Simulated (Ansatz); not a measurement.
A made-up structure of C2H6N (charge -1), singlet:

```
atom    x (Å)    y (Å)    z (Å)
  C1  -0.6020   0.3781  -1.1642
  N2  -0.5180   0.1789   0.2795
  C3   0.5736  -0.6731   0.6726
  H4  -1.6441   0.5959  -1.4488
  H5   0.0176   1.2395  -1.4965
  H6  -0.4389   1.0426   0.8241
  H7   0.4311  -1.6617   0.2217
  H8   0.2375  -0.1567  -1.5285
  H9   0.6074  -0.7775   1.7734
```

It is relaxed with PBE-D4/def2-SVPD and then PBE0-D4/def2-TZVPD (Ansatz 0.2.0). Atoms count as bonded within 1.22 times the sum of their covalent radii (H–H: 0.88 Å). The end point is not checked to be a true minimum.

(1) Does its bonding change? (Judge from chemistry; the calculation decides.)

The highest PBE0 orbital of the anion lies well above zero, so the extra electron may be unbound in the gas phase.

Results:

(1) By the calculation: No: no bond forms or breaks.

Where it ends: The first stage lowers the energy by 1.29 eV in 12 steps. It ends as C₂H₆N ([CH2][NH][CH3]), total charge -1:
C1  (-0.457, 0.533, -1.143)
N2  (-0.646, -0.201, 0.081)
C3  (0.570, -0.857, 0.553)
H4  (-1.398, 1.027, -1.448)
H5  (0.331, 1.315, -1.092)
H6  (-1.072, 0.441, 0.756)
H7  (0.306, -1.743, 1.152)
H8  (-0.143, -0.163, -1.929)
H9  (1.173, -0.186, 1.204)
(Å)

Labels in which every atom is bracketed show which atoms are joined, not bond orders.

For scale, one of the runs: PBE0-D4/def2-TZVPD relaxation, 165 basis functions, launched by `ansatz run in.yaml --threads 2 --pin off --events-out ev --progress --plain --max-ram 4352MiB`. The run took about 19 s on 2 CPU threads of an Arm Neoverse V2 (shared host).
